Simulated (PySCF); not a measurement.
Species: trimethylamine, C3H9N.
Structure used (GFN2-xTB), in Å, numbered top down from 1:
```xyz
13
C3H9N angstrom
C     -0.357    1.301    0.379
N     -0.137   -0.122    0.522
C      1.266   -0.453    0.395
C     -0.943   -0.877   -0.414
H     -0.065    1.679   -0.614
H      0.221    1.829    1.136
H     -1.413    1.516    0.535
H      1.676   -0.199   -0.596
H      1.398   -1.522    0.561
H      1.830    0.088    1.153
H     -0.695   -0.655   -1.465
H     -0.791   -1.941   -0.239
H     -1.994   -0.644   -0.248
```

Computed with TDDFT wB97X-D/def2-SVPD, vertical, gas phase, core orbitals frozen in the response in PySCF 2.14.0, density-fitted response routines.

Ground-to-excited transition dipoles (e·a0, same axes as the geometry; the sign carries no meaning), for the states with f of 0.002 or more among the lowest 7:

```tsv
state	E (eV)	μx	μy	μz
S1	6.155	-0.124	-0.111	0.398
S2	7.340	-0.139	-0.057	-0.059
S3	7.340	0.068	-0.145	-0.019
S4	7.998	0.232	0.208	-0.744
S5	8.012	0.145	0.131	-0.465
S6	8.266	0.055	0.328	0.107
S7	8.267	-0.331	0.079	-0.080
```

(1) What oscillator strength does each state have?

(2) Label these states by symmetry in C3v.

(3) What angle do the transition dipoles of S1 and S4 make?

(4) What peak molar absorption coefficient would the strongest computed level give as a lone Gaussian band 0.5 eV wide at half height?

## Answers

(1) f = (2/3) ΔE |μ|² with ΔE in hartree (27.2114 eV).

| state | \|μ\|² (au) | \|μ\| (D) | f |
| --- | --- | --- | --- |
| S1 | 0.186 | 1.10 | 0.028 |
| S2 | 0.026 | 0.41 | 0.005 |
| S3 | 0.026 | 0.41 | 0.005 |
| S4 | 0.651 | 2.05 | 0.128 |
| S5 | 0.254 | 1.28 | 0.050 |
| S6 | 0.122 | 0.89 | 0.025 |
| S7 | 0.122 | 0.89 | 0.025 |

(2) Polarised along the main axis, so A1: S1, S4 and S5. Polarised across the main axis, so E: S2, S3, S6 and S7.

(3) |cos θ| = |μa·μb| / (|μa| |μb|) = 1.00, so θ ≈ 0° (taken between 0 and 90°, since the signs are arbitrary).

(4) ε(max) = 2.175×10⁸ f / FWHM, with the width in cm⁻¹. S4: 2.175×10⁸ × 0.1276 / 4033 ≈ 6900 L mol⁻¹ cm⁻¹.

S2/S3 and S6/S7 coincide within about 0.01 eV; within a degenerate level the directions of the single components are arbitrary.

Without π bonds the low states may be Rydberg-like; a valence basis with one diffuse set may place them up to an eV too high.
